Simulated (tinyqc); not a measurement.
Worked calculation (part 1 of 2): UHF in the sto-6g basis, for LiH, spin multiplicity 1. Computed by tinyqc, a small Python program that keeps every step (integrals from PySCF). Settings: charge = 0, multiplicity = 1, basis = sto-6g, energy threshold = 1e-10, iteration cap = 63, orthogonalisation = canonical, start = Wolfsberg-Helmholz matrix, DIIS depth = 8, damping = 0.5, method = UHF, break = 0.2. Command: `OMP_NUM_THREADS=1 python tinyqc.py 24283 24284 out.jsonl` (the two numbers bound the seeds that draw the settings). One thread of a shared host (Intel(R) Xeon(R) Processor @ 2.60GHz), about 0.1 s of CPU time with the checks. Later iterations appear only in the table of the cycle.

## One-electron integrals

Geometry (angstrom):
```
atom,x,y,z
Li,0.0000,0.0000,0.0000
H,0.0000,0.0000,1.9050
```

Basis sto-6g: exponents (1/bohr^2) and contraction coefficients of normalised primitives:
```
element,l (shell),exponent,coefficient
Li,s (1),167.1758,0.0092
Li,s (1),30.6515,0.0494
Li,s (1),8.5752,0.1685
Li,s (1),2.9458,0.3706
Li,s (1),1.1439,0.4165
Li,s (1),0.4711,0.1303
Li,s (2),6.5976,-0.0133
Li,s (2),1.3058,-0.0470
Li,s (2),0.4059,-0.0338
Li,s (2),0.1561,0.2502
Li,s (2),0.0678,0.5951
Li,s (2),0.0311,0.2407
Li,p (3),6.5976,0.0038
Li,p (3),1.3058,0.0377
Li,p (3),0.4059,0.1739
Li,p (3),0.1561,0.4180
Li,p (3),0.0678,0.4259
Li,p (3),0.0311,0.1017
H,s (1),35.5232,0.0092
H,s (1),6.5131,0.0494
H,s (1),1.8221,0.1685
H,s (1),0.6260,0.3706
H,s (1),0.2431,0.4165
H,s (1),0.1001,0.1303
```

Overlap, kinetic and nuclear-attraction integrals over the contracted functions; the nuclear repulsion is the sum of Za Zb / Rab.

nuclear repulsion = 0.833350 hartree

overlap S, lower triangle:
```
,1Li 1s,1Li 2s,1Li 2px,1Li 2py,1Li 2pz,2H 1s
1Li 1s,1.0000
1Li 2s,0.2357,1.0000
1Li 2px,0.0000,0.0000,1.0000
1Li 2py,0.0000,0.0000,0.0000,1.0000
1Li 2pz,0.0000,0.0000,0.0000,0.0000,1.0000
2H 1s,0.0353,0.3235,0.0000,0.0000,0.4435,1.0000
```

kinetic energy T (hartree), lower triangle:
```
,1Li 1s,1Li 2s,1Li 2px,1Li 2py,1Li 2pz,2H 1s
1Li 1s,3.6167
1Li 2s,-0.1107,0.1065
1Li 2px,0.0000,0.0000,0.3200
1Li 2py,0.0000,0.0000,0.0000,0.3200
1Li 2pz,0.0000,0.0000,0.0000,0.0000,0.3200
2H 1s,-0.0117,0.0245,0.0000,0.0000,0.0823,0.7685
```

nuclear attraction V (hartree), lower triangle:
```
,1Li 1s,1Li 2s,1Li 2px,1Li 2py,1Li 2pz,2H 1s
1Li 1s,-8.3449
1Li 2s,-0.8938,-1.4589
1Li 2px,0.0000,0.0000,-1.4316
1Li 2py,0.0000,0.0000,0.0000,-1.4316
1Li 2pz,-0.0120,-0.1043,0.0000,0.0000,-1.5134
2H 1s,-0.1424,-0.5470,0.0000,0.0000,-0.7617,-2.0723
```

core Hamiltonian H = T + V (hartree), lower triangle:
```
,1Li 1s,1Li 2s,1Li 2px,1Li 2py,1Li 2pz,2H 1s
1Li 1s,-4.7282
1Li 2s,-1.0046,-1.3524
1Li 2px,0.0000,0.0000,-1.1116
1Li 2py,0.0000,0.0000,0.0000,-1.1116
1Li 2pz,-0.0120,-0.1043,0.0000,0.0000,-1.1934
2H 1s,-0.1541,-0.5225,0.0000,0.0000,-0.6794,-1.3038
```

## Two-electron integrals

Functions are numbered as in S; the eight-fold symmetry (ij|kl) = (ji|kl) = (kl|ij) leaves the list below.

Two-electron integrals (ij|kl) in chemists' order, unique and non-zero (hartree):
```
i,j,k,l,(ij|kl)
1,1,1,1,1.6812
2,1,1,1,0.2426
2,1,2,1,0.0445
2,2,1,1,0.3972
2,2,2,1,0.0903
2,2,2,2,0.2906
3,1,3,1,0.0094
3,2,3,1,0.0143
3,2,3,2,0.0642
3,3,1,1,0.3972
3,3,2,1,0.0903
3,3,2,2,0.2906
3,3,3,3,0.3131
4,1,4,1,0.0094
4,2,4,1,0.0143
4,2,4,2,0.0642
4,3,4,3,0.0169
4,4,1,1,0.3972
4,4,2,1,0.0903
4,4,2,2,0.2906
4,4,3,3,0.2794
4,4,4,4,0.3131
5,1,5,1,0.0094
5,2,5,1,0.0143
5,2,5,2,0.0642
5,3,5,3,0.0169
5,4,5,4,0.0169
5,5,1,1,0.3972
5,5,2,1,0.0903
5,5,2,2,0.2906
5,5,3,3,0.2794
5,5,4,4,0.2794
5,5,5,5,0.3131
6,1,1,1,0.0360
6,1,2,1,0.0065
6,1,2,2,0.0134
6,1,3,3,0.0132
6,1,4,4,0.0132
6,1,5,1,0.0009
6,1,5,2,0.0018
6,1,5,5,0.0137
6,1,6,1,0.0010
6,2,1,1,0.1084
6,2,2,1,0.0251
6,2,2,2,0.0883
6,2,3,3,0.0835
6,2,4,4,0.0835
6,2,5,1,0.0042
6,2,5,2,0.0269
6,2,5,5,0.0980
6,2,6,1,0.0045
6,2,6,2,0.0479
6,3,3,1,0.0019
6,3,3,2,0.0091
6,3,5,3,0.0038
6,3,6,3,0.0030
6,4,4,1,0.0019
6,4,4,2,0.0091
6,4,5,4,0.0038
6,4,6,4,0.0030
6,5,1,1,0.1399
6,5,2,1,0.0327
6,5,2,2,0.1185
6,5,3,3,0.1104
6,5,4,4,0.1104
6,5,5,1,0.0066
6,5,5,2,0.0416
6,5,5,5,0.1347
6,5,6,1,0.0060
6,5,6,2,0.0701
6,5,6,5,0.1035
6,6,1,1,0.2775
6,6,2,1,0.0653
6,6,2,2,0.2528
6,6,3,3,0.2309
6,6,4,4,0.2309
6,6,5,1,0.0117
6,6,5,2,0.0943
6,6,5,5,0.2967
6,6,6,1,0.0121
6,6,6,2,0.1764
6,6,6,5,0.2664
6,6,6,6,0.7750
```

## Orthogonalisation

S = U s U^T; canonical form X = U s^(-1/2), so that X^T S X = 1. Each column of U has its largest component positive (the first on a tie).

eigenvalues of S: 0.4399  0.8068  1.0000  1.0000  1.1746  1.5787

X:
```
,1,2,3,4,5,6
1Li 1s,0.2264,0.7791,0.0000,0.0000,0.6073,0.1859
1Li 2s,-0.6929,-0.6077,0.0000,0.0000,0.4775,0.3759
1Li 2px,0.0000,0.0000,0.2844,0.9587,0.0000,0.0000
1Li 2py,0.0000,0.0000,0.9587,-0.2844,0.0000,0.0000
1Li 2pz,-0.8194,0.4704,0.0000,0.0000,-0.4694,0.4115
2H 1s,1.0347,-0.2049,0.0000,0.0000,-0.1848,0.5369
```

Within a degenerate level the vectors are fixed only up to a rotation; this is one choice.

## Starting guess

The start is the generalised Wolfsberg-Helmholz matrix (K = 1.75) built on H, with HOMO and LUMO mixed by +/-0.2 rad for the two spins; D(s) = C_occ C_occ^T for each spin.

D(alpha) at the start, lower triangle:
```
,1Li 1s,1Li 2s,1Li 2px,1Li 2py,1Li 2pz,2H 1s
1Li 1s,1.0001
1Li 2s,-0.0201,0.1819
1Li 2px,0.0000,0.0000,0.0000
1Li 2py,0.0000,0.0000,0.0000,0.0000
1Li 2pz,-0.0426,0.1297,0.0000,0.0000,0.0933
2H 1s,-0.0951,0.2674,0.0000,0.0000,0.1925,0.3972
```

D(beta) at the start, lower triangle:
```
,1Li 1s,1Li 2s,1Li 2px,1Li 2py,1Li 2pz,2H 1s
1Li 1s,0.9824
1Li 2s,0.0351,0.0132
1Li 2px,0.0000,0.0000,0.0000
1Li 2py,0.0000,0.0000,0.0000,0.0000
1Li 2pz,-0.0294,0.0594,0.0000,0.0000,0.3071
2H 1s,-0.0372,0.0632,0.0000,0.0000,0.3284,0.3512
```

## Iteration 1: building the Fock matrix

J_ij = sum D_kl (ij|kl) with D = D(alpha) + D(beta), K_ij = sum D_kl (ik|jl) for each spin; F = H + J - K(s); E = tr D H + tr D J / 2 - 0.5 sum_s tr D(s) K(s) + E_nn.

Coulomb J (hartree), lower triangle:
```
,1Li 1s,1Li 2s,1Li 2px,1Li 2py,1Li 2pz,2H 1s
1Li 1s,3.9925
1Li 2s,0.6338,1.3307
1Li 2px,0.0000,0.0000,1.2982
1Li 2py,0.0000,0.0000,0.0000,1.2982
1Li 2pz,0.0222,0.1534,0.0000,0.0000,1.3957
2H 1s,0.0983,0.5173,0.0000,0.0000,0.7221,1.7251
```

exchange K(alpha) (hartree), lower triangle:
```
,1Li 1s,1Li 2s,1Li 2px,1Li 2py,1Li 2pz,2H 1s
1Li 1s,1.6780
1Li 2s,0.2538,0.1716
1Li 2px,0.0000,0.0000,0.0293
1Li 2py,0.0000,0.0000,0.0000,0.0293
1Li 2pz,-0.0017,0.1316,0.0000,0.0000,0.1637
2H 1s,0.0380,0.2185,0.0000,0.0000,0.2605,0.5393
```

exchange K(beta) (hartree), lower triangle:
```
,1Li 1s,1Li 2s,1Li 2px,1Li 2py,1Li 2pz,2H 1s
1Li 1s,1.6713
1Li 2s,0.2611,0.1174
1Li 2px,0.0000,0.0000,0.0209
1Li 2py,0.0000,0.0000,0.0000,0.0209
1Li 2pz,0.0000,0.0962,0.0000,0.0000,0.2369
2H 1s,0.0440,0.1616,0.0000,0.0000,0.2852,0.5103
```

F(alpha) (hartree), lower triangle:
```
,1Li 1s,1Li 2s,1Li 2px,1Li 2py,1Li 2pz,2H 1s
1Li 1s,-2.4137
1Li 2s,-0.6245,-0.1933
1Li 2px,0.0000,0.0000,0.1573
1Li 2py,0.0000,0.0000,0.0000,0.1573
1Li 2pz,0.0119,-0.0825,0.0000,0.0000,0.0386
2H 1s,-0.0938,-0.2238,0.0000,0.0000,-0.2178,-0.1180
```

F(beta) (hartree), lower triangle:
```
,1Li 1s,1Li 2s,1Li 2px,1Li 2py,1Li 2pz,2H 1s
1Li 1s,-2.4070
1Li 2s,-0.6319,-0.1391
1Li 2px,0.0000,0.0000,0.1657
1Li 2py,0.0000,0.0000,0.0000,0.1657
1Li 2pz,0.0102,-0.0472,0.0000,0.0000,-0.0345
2H 1s,-0.0998,-0.1669,0.0000,0.0000,-0.2424,-0.0889
```

total energy of this density = -7.905815 hartree

This density is the starting one.

## Iteration 1: diagonalisation and new density

Diagonalise F' = X^T F X, C = X C', fill 2 alpha and 2 beta electrons from the bottom; D(s) = C_occ C_occ^T; the new density keeps 0.5 of the old one (damping). Each column has its largest component positive (the first on a tie).

F' = X^T F X (alpha) (hartree), lower triangle:
```
,1,2,3,4,5,6
1,0.4271
2,-0.1993,-0.8693
3,0.0000,0.0000,0.1573
4,0.0000,0.0000,0.0000,0.1573
5,-0.1583,-1.1238,0.0000,0.0000,-1.2390
6,-0.0844,-0.3685,0.0000,0.0000,-0.4984,-0.4545
```

orbital energies (alpha) (hartree): MO1 -2.4151, MO2 -0.2615, MO3 0.0824, MO4 0.1573, MO5 0.1573, MO6 0.4585

coefficients C (alpha):
```
,MO1,MO2,MO3,MO4,MO5,MO6
1Li 1s,0.9939,-0.1402,-0.2059,0.0000,0.0000,0.1079
1Li 2s,0.0248,0.4541,0.8132,0.0000,0.0000,-0.5920
1Li 2px,0.0000,0.0000,0.0000,0.9968,0.0797,0.0000
1Li 2py,0.0000,0.0000,0.0000,-0.0797,0.9968,0.0000
1Li 2pz,-0.0036,0.3316,-0.5865,0.0000,0.0000,-0.9102
2H 1s,-0.0010,0.5929,-0.1726,0.0000,0.0000,1.0265
```

F' = X^T F X (beta) (hartree), lower triangle:
```
,1,2,3,4,5,6
1,0.4359
2,-0.1897,-0.8539
3,0.0000,0.0000,0.1657
4,0.0000,0.0000,0.0000,0.1657
5,-0.1679,-1.0988,0.0000,0.0000,-1.2715
6,-0.0785,-0.4312,0.0000,0.0000,-0.4616,-0.4301
```

orbital energies (beta) (hartree): MO1 -2.4088, MO2 -0.2312, MO3 0.0568, MO4 0.1657, MO5 0.1657, MO6 0.4636

coefficients C (beta):
```
,MO1,MO2,MO3,MO4,MO5,MO6
1Li 1s,0.9930,-0.0920,-0.2317,0.0000,0.0000,0.1150
1Li 2s,0.0279,0.2618,0.8739,0.0000,0.0000,-0.6210
1Li 2px,0.0000,0.0000,0.0000,0.7805,0.6251,0.0000
1Li 2py,0.0000,0.0000,0.0000,-0.6251,0.7805,0.0000
1Li 2pz,-0.0038,0.4868,-0.5258,0.0000,0.0000,-0.8768
2H 1s,0.0003,0.5891,0.0167,0.0000,0.0000,1.0429
```

D(alpha) after iteration 1, lower triangle:
```
,1Li 1s,1Li 2s,1Li 2px,1Li 2py,1Li 2pz,2H 1s
1Li 1s,1.0038
1Li 2s,-0.0296,0.1944
1Li 2px,0.0000,0.0000,0.0000
1Li 2py,0.0000,0.0000,0.0000,0.0000
1Li 2pz,-0.0464,0.1401,0.0000,0.0000,0.1016
2H 1s,-0.0896,0.2683,0.0000,0.0000,0.1945,0.3744
```

D(beta) after iteration 1, lower triangle:
```
,1Li 1s,1Li 2s,1Li 2px,1Li 2py,1Li 2pz,2H 1s
1Li 1s,0.9885
1Li 2s,0.0193,0.0413
1Li 2px,0.0000,0.0000,0.0000
1Li 2py,0.0000,0.0000,0.0000,0.0000
1Li 2pz,-0.0390,0.0934,0.0000,0.0000,0.2720
2H 1s,-0.0455,0.1088,0.0000,0.0000,0.3076,0.3491
```

Within a degenerate level the vectors are fixed only up to a rotation; this is one choice.

## Iteration 2: building the Fock matrix

As before.

Coulomb J (hartree), lower triangle:
```
,1Li 1s,1Li 2s,1Li 2px,1Li 2py,1Li 2pz,2H 1s
1Li 1s,3.9999
1Li 2s,0.6346,1.3314
1Li 2px,0.0000,0.0000,1.2996
1Li 2py,0.0000,0.0000,0.0000,1.2996
1Li 2pz,0.0231,0.1573,0.0000,0.0000,1.3951
2H 1s,0.0985,0.5177,0.0000,0.0000,0.7225,1.7219
```

exchange K(alpha) (hartree), lower triangle:
```
,1Li 1s,1Li 2s,1Li 2px,1Li 2py,1Li 2pz,2H 1s
1Li 1s,1.6807
1Li 2s,0.2523,0.1736
1Li 2px,0.0000,0.0000,0.0300
1Li 2py,0.0000,0.0000,0.0000,0.0300
1Li 2pz,-0.0014,0.1339,0.0000,0.0000,0.1652
2H 1s,0.0387,0.2180,0.0000,0.0000,0.2583,0.5259
```

exchange K(beta) (hartree), lower triangle:
```
,1Li 1s,1Li 2s,1Li 2px,1Li 2py,1Li 2pz,2H 1s
1Li 1s,1.6747
1Li 2s,0.2583,0.1271
1Li 2px,0.0000,0.0000,0.0223
1Li 2py,0.0000,0.0000,0.0000,0.0223
1Li 2pz,-0.0004,0.1106,0.0000,0.0000,0.2251
2H 1s,0.0432,0.1760,0.0000,0.0000,0.2841,0.5157
```

F(alpha) (hartree), lower triangle:
```
,1Li 1s,1Li 2s,1Li 2px,1Li 2py,1Li 2pz,2H 1s
1Li 1s,-2.4089
1Li 2s,-0.6222,-0.1946
1Li 2px,0.0000,0.0000,0.1580
1Li 2py,0.0000,0.0000,0.0000,0.1580
1Li 2pz,0.0125,-0.0810,0.0000,0.0000,0.0364
2H 1s,-0.0942,-0.2228,0.0000,0.0000,-0.2151,-0.1078
```

F(beta) (hartree), lower triangle:
```
,1Li 1s,1Li 2s,1Li 2px,1Li 2py,1Li 2pz,2H 1s
1Li 1s,-2.4030
1Li 2s,-0.6283,-0.1481
1Li 2px,0.0000,0.0000,0.1657
1Li 2py,0.0000,0.0000,0.0000,0.1657
1Li 2pz,0.0115,-0.0576,0.0000,0.0000,-0.0235
2H 1s,-0.0988,-0.1808,0.0000,0.0000,-0.2410,-0.0975
```

total energy of this density = -7.912090 hartree

This density is a damped mixture and is not idempotent.

## Iteration 2: DIIS over 2 matrices

error matrix X^T (FDS - SDF) X (alpha):
```
,1,2,3,4,5,6
1,0.0000,-0.0137,0.0000,0.0000,-0.0145,0.0136
2,0.0137,0.0000,0.0000,0.0000,-0.0102,-0.0021
3,0.0000,0.0000,0.0000,0.0000,0.0000,0.0000
4,0.0000,0.0000,0.0000,0.0000,0.0000,0.0000
5,0.0145,0.0102,0.0000,0.0000,0.0000,0.0006
6,-0.0136,0.0021,0.0000,0.0000,-0.0006,0.0000
```

B (overlaps of the stored error matrices):
```
,1,2
1,9.9309455e-03,7.0825360e-03
2,7.0825360e-03,5.2715179e-03
```

Minimise |sum c_i e_i|^2 with sum c_i = 1: solve [B -1; -1 0][c; lambda] = [0; -1] with B_ij = tr e_i^T e_j summed over both spins, and take F = sum c_i F_i.

DIIS coefficients: -1.7457  2.7457

extrapolated F(alpha) (hartree), lower triangle:
```
,1Li 1s,1Li 2s,1Li 2px,1Li 2py,1Li 2pz,2H 1s
1Li 1s,-2.4006
1Li 2s,-0.6183,-0.1970
1Li 2px,0.0000,0.0000,0.1593
1Li 2py,0.0000,0.0000,0.0000,0.1593
1Li 2pz,0.0135,-0.0782,0.0000,0.0000,0.0326
2H 1s,-0.0950,-0.2211,0.0000,0.0000,-0.2106,-0.0901
```

extrapolated F(beta) (hartree), lower triangle:
```
,1Li 1s,1Li 2s,1Li 2px,1Li 2py,1Li 2pz,2H 1s
1Li 1s,-2.3961
1Li 2s,-0.6219,-0.1638
1Li 2px,0.0000,0.0000,0.1656
1Li 2py,0.0000,0.0000,0.0000,0.1656
1Li 2pz,0.0137,-0.0758,0.0000,0.0000,-0.0042
2H 1s,-0.0970,-0.2052,0.0000,0.0000,-0.2384,-0.1125
```

## Iteration 2: diagonalisation and new density

As before.

F' = X^T F X (alpha) (hartree), lower triangle:
```
,1,2,3,4,5,6
1,0.4376
2,-0.2039,-0.8705
3,0.0000,0.0000,0.1593
4,0.0000,0.0000,0.0000,0.1593
5,-0.1676,-1.1117,0.0000,0.0000,-1.2336
6,-0.0687,-0.3688,0.0000,0.0000,-0.4991,-0.4410
```

orbital energies (alpha) (hartree): MO1 -2.4019, MO2 -0.2485, MO3 0.0740, MO4 0.1593, MO5 0.1593, MO6 0.4689

coefficients C (alpha):
```
,MO1,MO2,MO3,MO4,MO5,MO6
1Li 1s,0.9943,-0.1458,-0.2009,0.0000,0.0000,0.1067
1Li 2s,0.0231,0.4816,0.7941,0.0000,0.0000,-0.5963
1Li 2px,0.0000,0.0000,0.0000,0.8428,0.5383,0.0000
1Li 2py,0.0000,0.0000,0.0000,-0.5383,0.8428,0.0000
1Li 2pz,-0.0050,0.3429,-0.6093,0.0000,0.0000,-0.8908
2H 1s,0.0006,0.5656,-0.1625,0.0000,0.0000,1.0434
```

F' = X^T F X (beta) (hartree), lower triangle:
```
,1,2,3,4,5,6
1,0.4323
2,-0.1950,-0.8524
3,0.0000,0.0000,0.1656
4,0.0000,0.0000,0.0000,0.1656
5,-0.1689,-1.1102,0.0000,0.0000,-1.2438
6,-0.0785,-0.3931,0.0000,0.0000,-0.4729,-0.4549
```

orbital energies (beta) (hartree): MO1 -2.3976, MO2 -0.2578, MO3 0.0749, MO4 0.1656, MO5 0.1656, MO6 0.4617

coefficients C (beta):
```
,MO1,MO2,MO3,MO4,MO5,MO6
1Li 1s,0.9938,-0.1202,-0.2171,0.0000,0.0000,0.1109
1Li 2s,0.0248,0.3755,0.8386,0.0000,0.0000,-0.6113
1Li 2px,0.0000,0.0000,0.0000,0.7642,0.6450,0.0000
1Li 2py,0.0000,0.0000,0.0000,-0.6450,0.7642,0.0000
1Li 2pz,-0.0053,0.4075,-0.5751,0.0000,0.0000,-0.8863
2H 1s,0.0011,0.5900,-0.0774,0.0000,0.0000,1.0397
```

D(alpha) after iteration 2, lower triangle:
```
,1Li 1s,1Li 2s,1Li 2px,1Li 2py,1Li 2pz,2H 1s
1Li 1s,1.0068
1Li 2s,-0.0384,0.2134
1Li 2px,0.0000,0.0000,0.0000
1Li 2py,0.0000,0.0000,0.0000,0.0000
1Li 2pz,-0.0506,0.1525,0.0000,0.0000,0.1096
2H 1s,-0.0857,0.2703,0.0000,0.0000,0.1942,0.3471
```

D(beta) after iteration 2, lower triangle:
```
,1Li 1s,1Li 2s,1Li 2px,1Li 2py,1Li 2pz,2H 1s
1Li 1s,0.9953
1Li 2s,-0.0006,0.0914
1Li 2px,0.0000,0.0000,0.0000
1Li 2py,0.0000,0.0000,0.0000,0.0000
1Li 2pz,-0.0466,0.1231,0.0000,0.0000,0.2190
2H 1s,-0.0577,0.1652,0.0000,0.0000,0.2740,0.3486
```

Within a degenerate level the vectors are fixed only up to a rotation; this is one choice.

## Iteration 3: building the Fock matrix

As before.

Coulomb J (hartree), lower triangle:
```
,1Li 1s,1Li 2s,1Li 2px,1Li 2py,1Li 2pz,2H 1s
1Li 1s,4.0070
1Li 2s,0.6354,1.3323
1Li 2px,0.0000,0.0000,1.3015
1Li 2py,0.0000,0.0000,0.0000,1.3015
1Li 2pz,0.0238,0.1601,0.0000,0.0000,1.3937
2H 1s,0.0987,0.5171,0.0000,0.0000,0.7212,1.7136
```

exchange K(alpha) (hartree), lower triangle:
```
,1Li 1s,1Li 2s,1Li 2px,1Li 2py,1Li 2pz,2H 1s
1Li 1s,1.6826
1Li 2s,0.2514,0.1775
1Li 2px,0.0000,0.0000,0.0311
1Li 2py,0.0000,0.0000,0.0000,0.0311
1Li 2pz,-0.0014,0.1364,0.0000,0.0000,0.1660
2H 1s,0.0390,0.2174,0.0000,0.0000,0.2545,0.5089
```

exchange K(beta) (hartree), lower triangle:
```
,1Li 1s,1Li 2s,1Li 2px,1Li 2py,1Li 2pz,2H 1s
1Li 1s,1.6780
1Li 2s,0.2555,0.1426
1Li 2px,0.0000,0.0000,0.0249
1Li 2py,0.0000,0.0000,0.0000,0.0249
1Li 2pz,-0.0008,0.1234,0.0000,0.0000,0.2067
2H 1s,0.0420,0.1921,0.0000,0.0000,0.2777,0.5178
```

F(alpha) (hartree), lower triangle:
```
,1Li 1s,1Li 2s,1Li 2px,1Li 2py,1Li 2pz,2H 1s
1Li 1s,-2.4038
1Li 2s,-0.6205,-0.1976
1Li 2px,0.0000,0.0000,0.1588
1Li 2py,0.0000,0.0000,0.0000,0.1588
1Li 2pz,0.0131,-0.0807,0.0000,0.0000,0.0342
2H 1s,-0.0944,-0.2228,0.0000,0.0000,-0.2127,-0.0990
```

F(beta) (hartree), lower triangle:
```
,1Li 1s,1Li 2s,1Li 2px,1Li 2py,1Li 2pz,2H 1s
1Li 1s,-2.3992
1Li 2s,-0.6246,-0.1627
1Li 2px,0.0000,0.0000,0.1651
1Li 2py,0.0000,0.0000,0.0000,0.1651
1Li 2pz,0.0126,-0.0676,0.0000,0.0000,-0.0064
2H 1s,-0.0974,-0.1975,0.0000,0.0000,-0.2359,-0.1080
```

total energy of this density = -7.917826 hartree

This density is a damped mixture and is not idempotent.

## Iteration 3: DIIS over 3 matrices

error matrix X^T (FDS - SDF) X (alpha):
```
,1,2,3,4,5,6
1,0.0000,-0.0070,0.0000,0.0000,-0.0071,0.0080
2,0.0070,0.0000,0.0000,0.0000,-0.0049,-0.0005
3,0.0000,0.0000,0.0000,0.0000,0.0000,0.0000
4,0.0000,0.0000,0.0000,0.0000,0.0000,0.0000
5,0.0071,0.0049,0.0000,0.0000,0.0000,-0.0004
6,-0.0080,0.0005,0.0000,0.0000,0.0004,0.0000
```

B (overlaps of the stored error matrices), lower triangle:
```
,1,2,3
1,9.9309455e-03
2,7.0825360e-03,5.2715179e-03
3,4.2847906e-03,3.3132884e-03,2.1606328e-03
```

As before.

DIIS coefficients: 1.4136  -4.3177  3.9040

extrapolated F(alpha) (hartree), lower triangle:
```
,1Li 1s,1Li 2s,1Li 2px,1Li 2py,1Li 2pz,2H 1s
1Li 1s,-2.3957
1Li 2s,-0.6187,-0.2045
1Li 2px,0.0000,0.0000,0.1602
1Li 2py,0.0000,0.0000,0.0000,0.1602
1Li 2pz,0.0143,-0.0820,0.0000,0.0000,0.0309
2H 1s,-0.0945,-0.2242,0.0000,0.0000,-0.2092,-0.0878
```

extrapolated F(beta) (hartree), lower triangle:
```
,1Li 1s,1Li 2s,1Li 2px,1Li 2py,1Li 2pz,2H 1s
1Li 1s,-2.3938
1Li 2s,-0.6192,-0.1923
1Li 2px,0.0000,0.0000,0.1633
1Li 2py,0.0000,0.0000,0.0000,0.1633
1Li 2pz,0.0141,-0.0820,0.0000,0.0000,0.0275
2H 1s,-0.0949,-0.2263,0.0000,0.0000,-0.2231,-0.1263
```

## Iteration 3: diagonalisation and new density

As before.

F' = X^T F X (alpha) (hartree), lower triangle:
```
,1,2,3,4,5,6
1,0.4334
2,-0.2041,-0.8686
3,0.0000,0.0000,0.1602
4,0.0000,0.0000,0.0000,0.1602
5,-0.1677,-1.1089,0.0000,0.0000,-1.2321
6,-0.0624,-0.3648,0.0000,0.0000,-0.5007,-0.4432
```

orbital energies (alpha) (hartree): MO1 -2.3970, MO2 -0.2522, MO3 0.0741, MO4 0.1602, MO5 0.1602, MO6 0.4647

coefficients C (alpha):
```
,MO1,MO2,MO3,MO4,MO5,MO6
1Li 1s,0.9940,-0.1494,-0.1997,0.0000,0.0000,0.1059
1Li 2s,0.0240,0.4963,0.7875,0.0000,0.0000,-0.5929
1Li 2px,0.0000,0.0000,0.0000,0.8756,0.4831,0.0000
1Li 2py,0.0000,0.0000,0.0000,-0.4831,0.8756,0.0000
1Li 2pz,-0.0052,0.3421,-0.6141,0.0000,0.0000,-0.8877
2H 1s,0.0004,0.5553,-0.1691,0.0000,0.0000,1.0479
```

F' = X^T F X (beta) (hartree), lower triangle:
```
,1,2,3,4,5,6
1,0.4224
2,-0.1971,-0.8626
3,0.0000,0.0000,0.1633
4,0.0000,0.0000,0.0000,0.1633
5,-0.1621,-1.1122,0.0000,0.0000,-1.2329
6,-0.0856,-0.3655,0.0000,0.0000,-0.4900,-0.4603
```

orbital energies (beta) (hartree): MO1 -2.3952, MO2 -0.2691, MO3 0.0776, MO4 0.1633, MO5 0.1633, MO6 0.4533

coefficients C (beta):
```
,MO1,MO2,MO3,MO4,MO5,MO6
1Li 1s,0.9940,-0.1378,-0.2068,0.0000,0.0000,0.1087
1Li 2s,0.0243,0.4439,0.8123,0.0000,0.0000,-0.6010
1Li 2px,0.0000,0.0000,0.0000,0.8893,-0.4574,0.0000
1Li 2py,0.0000,0.0000,0.0000,0.4574,0.8893,0.0000
1Li 2pz,-0.0052,0.3378,-0.5920,0.0000,0.0000,-0.9043
2H 1s,0.0006,0.5957,-0.1548,0.0000,0.0000,1.0277
```

D(alpha) after iteration 3, lower triangle:
```
,1Li 1s,1Li 2s,1Li 2px,1Li 2py,1Li 2pz,2H 1s
1Li 1s,1.0086
1Li 2s,-0.0443,0.2302
1Li 2px,0.0000,0.0000,0.0000
1Li 2py,0.0000,0.0000,0.0000,0.0000
1Li 2pz,-0.0534,0.1611,0.0000,0.0000,0.1133
2H 1s,-0.0841,0.2730,0.0000,0.0000,0.1921,0.3277
```

D(beta) after iteration 3, lower triangle:
```
,1Li 1s,1Li 2s,1Li 2px,1Li 2py,1Li 2pz,2H 1s
1Li 1s,1.0011
1Li 2s,-0.0188,0.1445
1Li 2px,0.0000,0.0000,0.0000
1Li 2py,0.0000,0.0000,0.0000,0.0000
1Li 2pz,-0.0491,0.1365,0.0000,0.0000,0.1666
2H 1s,-0.0696,0.2148,0.0000,0.0000,0.2376,0.3518
```

Within a degenerate level the vectors are fixed only up to a rotation; this is one choice.
